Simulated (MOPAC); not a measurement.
MOPAC input (PM3):

```
PM3 FORCE THERMO(298,298) PRECISE LET CHARGE=1 GEO-OK AUX(PRECISION=9) THREADS=1
C2H8N

C     1.25250978 1   -0.38772809 1   -0.00172397 1
C     0.09313625 1    0.58615156 1   -0.00804642 1
N    -1.23489903 1   -0.13736378 1    0.00838971 1
H     2.20274133 1    0.16837621 1   -0.01398767 1
H     1.27034692 1   -1.02114431 1    0.89732130 1
H     1.26078533 1   -1.04408465 1   -0.88431603 1
H     0.14838902 1    1.24704765 1   -0.90405162 1
H     0.15790752 1    1.26988124 1    0.87001579 1
H    -1.29995737 1   -0.70573894 1    0.83154149 1
H    -1.30869831 1   -0.72673103 1   -0.79910110 1
H    -1.98444365 1    0.52604512 1    0.00386903 1
```

**Question.** Which zero-point energy does it print?

**Answer.** 66.27 kcal/mol, from the harmonic wavenumbers of PM3.
